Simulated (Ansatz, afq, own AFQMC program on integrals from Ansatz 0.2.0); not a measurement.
# Where AFQMC and coupled cluster stand for AlSF, singlet

```xyz
3

F     0.0000    0.0000   -1.7526
Al    0.0000    0.0000   -0.1218
S     0.0000    0.0000    1.8743
```

Connectivity, by distances: F–Al–S.

Basis cc-pVDZ. Noble-gas cores (and the filled d shells of Ga–Kr and In–Xe) are frozen. Ansatz 0.2.0 and our own AFQMC program on the same integrals; the CISD trial comes from CCSD amplitudes, and released means the phaseless constraint is let go. Uncertainties: one standard error, sampling alone.

Determinant: RHF, the one that the program's search chose, which needn't be the lowest solution. The geometry is a point of a scan.

No full CI on the walks' own integrals is used here; CCSDT(Q) serves as the reference and is uncertain by about the last step of the cluster series.

- T1 diagnostic: 0.0183
- weight of the determinant in the CISD state: 0.861
- size of the correlated space: 16 electrons in 39 orbitals

```csv
level,correlation energy (eV)
MP2,-10.0083
CCSD,-10.3867
CCSD(T),-10.6713
```

Problem. Estimate where phaseless AFQMC with a CISD trial lies against CCSD(T) on the same integrals.

Solution. 2.63 ± 0.83 mEh below CCSD(T).

Reference: CCSDT(Q), correlation energy -10.728 eV. The released energy is read at 2.40 1/Eh (meV from the phaseless value at times in 1/Eh: -4 ± 27 at 0.24, 19 ± 20 at 0.51, 32 ± 22 at 0.99, 61 ± 29 at 1.62, 40 ± 37 at 2.40).

| level | E − E(reference) (mEh) | share of correlation (%) |
| --- | --- | --- |
| CCSD(T) | 2.08 | 99.47 |
| CCSDT | 1.23 | 99.69 |
| ph-AFQMC/HF | -0.73 ± 2.47 | 100.19 |
| ph-AFQMC/CISD | -0.55 ± 0.83 | 100.14 |
| released AFQMC | 0.93 ± 1.35 | 99.76 |

A walk keeps the symmetry of its determinant, which the program's search chose and which needn't be the lowest solution, so a lower state of the same spin and another symmetry isn't excluded. Released energies are given only where the last usable release times agree within the noise; a slower fall can still hide under it.
